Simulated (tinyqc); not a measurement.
Pariser-Parr-Pople SCF with singles CI, for the molecule NC1=C(Cl)C=C1 (SMILES; centres numbered as the heavy atoms are written), step by step. One step of it, computed by the program tinyqc.

Question. Iteration 2: Fock matrix. F_rr = H_rr + P_rr gamma_rr / 2 + sum_(s != r) P_ss gamma_rs; F_rs = H_rs - P_rs gamma_rs / 2; E = tr P (H + F) / 2 + core repulsion sum_(r<s) z_r z_s gamma_rs.

P after iteration 1:
```
            1N        2C         3C        4Cl         5C         6C
1N    1.831591  0.418033   0.066499  -0.058195  -0.224465  -0.274795
2C    0.418033  0.872120   0.069798   0.088422   0.265360   0.851932
3C    0.066499  0.069798   1.362327   0.168846   0.848311  -0.333594
4Cl  -0.058195  0.088422   0.168846   1.945091  -0.258803   0.010516
5C   -0.224465  0.265360   0.848311  -0.258803   0.756929   0.183046
6C   -0.274795  0.851932  -0.333594   0.010516   0.183046   1.231943
```

core matrix H (eV):
```
             1N          2C          3C         4Cl          5C          6C
1N   -50.544974   -2.270000    0.000000    0.000000    0.000000    0.000000
2C    -2.270000  -44.639916   -2.390000    0.000000    0.000000   -2.390000
3C     0.000000   -2.390000  -44.229629   -1.570000   -2.390000    0.000000
4Cl    0.000000    0.000000   -1.570000  -46.094434    0.000000    0.000000
5C     0.000000    0.000000   -2.390000    0.000000  -39.316758   -2.390000
6C     0.000000   -2.390000    0.000000    0.000000   -2.390000  -39.429761
```

repulsion gamma_rs (eV):
```
            1N         2C         3C        4Cl         5C         6C
1N   16.280000   5.927359   3.981972   3.283946   3.265780   3.981972
2C    5.927359  11.700000   5.473612   3.806497   4.484979   5.473612
3C    3.981972   5.473612  11.700000   5.546741   5.473612   4.484979
4Cl   3.283946   3.806497   5.546741  12.380000   3.806497   3.146807
5C    3.265780   4.484979   5.473612   3.806497  11.700000   5.473612
6C    3.981972   5.473612   4.484979   3.146807   5.473612  11.700000
```

Centres (angstrom, eV; a flat drawing with bonds scaled to 1.40 angstrom):

| centre | x | y | core charge z | W | gamma_rr |
|---|---|---|---|---|---|
| 1N | -1.690000 | -1.127000 | 2 | 26.820000 | 16.280000 |
| 2C | -0.700000 | -0.137000 | 1 | 9.740000 | 11.700000 |
| 3C | 0.700000 | -0.137000 | 1 | 9.740000 | 11.700000 |
| 4Cl | 1.690000 | -1.127000 | 2 | 23.220000 | 12.380000 |
| 5C | 0.700000 | 1.263000 | 1 | 9.740000 | 11.700000 |
| 6C | -0.700000 | 1.263000 | 1 | 9.740000 | 11.700000 |

Give: F; pi energy.

Answer.

F (eV):
```
           1N       2C       3C       4Cl       5C       6C
1N   -11.2766  -3.5089  -0.1324    0.0956   0.3665   0.5471
2C    -3.5089  -3.6827  -2.5810   -0.1683  -0.5951  -4.7216
3C    -0.1324  -2.5810  -3.7357   -2.0383  -4.7117   0.7481
4Cl    0.0956  -0.1683  -2.0383  -10.4053   0.4926  -0.0165
5C     0.3665  -0.5951  -4.7117    0.4926  -3.3917  -2.8910
6C     0.5471  -4.7216   0.7481   -0.0165  -2.8910  -3.7819
```

pi energy = -114.3803 eV
